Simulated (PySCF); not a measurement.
Compound: CFCl3.
SMILES with atom numbers: `[F:1][C:2]([Cl:3])([Cl:4])[Cl:5]`

Computed geometry: GFN2-xTB, gas phase.

Entries marked ? are missing. Bonds in one row agree within 0.01 Å.

| coordinate | value |
| --- | --- |
| F1–C2 | ? |
| C2–Cl3, C2–Cl4, C2–Cl5 | ? |
| F1–C2–Cl3 | ? |
| Cl3–C2–Cl4 | ? |

Problem. Estimate the withheld lengths and angles.

Solution. 
- F1–C2 = 1.337 Å, drawn single (alkyl fluorine to CCl3 carbon); 0.01 Å above the sum of covalent radii, 1.33 Å.
- C2–Cl3, C2–Cl4, C2–Cl5 = 1.771 Å, drawn single (CCl3 carbon to chlorine of a CCl3 group); 0.01 Å below the sum of covalent radii, 1.78 Å.
- F1–C2–Cl3 = 108.6°, at the CCl3 carbon; the outer atoms are 2.537 Å apart.
- Cl3–C2–Cl4 = 110.4°, at the CCl3 carbon; the outer atoms are 2.908 Å apart.

Radii are Cordero's, carbon taken as 0.76, 0.73 or 0.69 Å for four, three, and two or fewer neighbours.

No GFN2-xTB frequencies stand behind this structure, so it isn't proved a minimum.
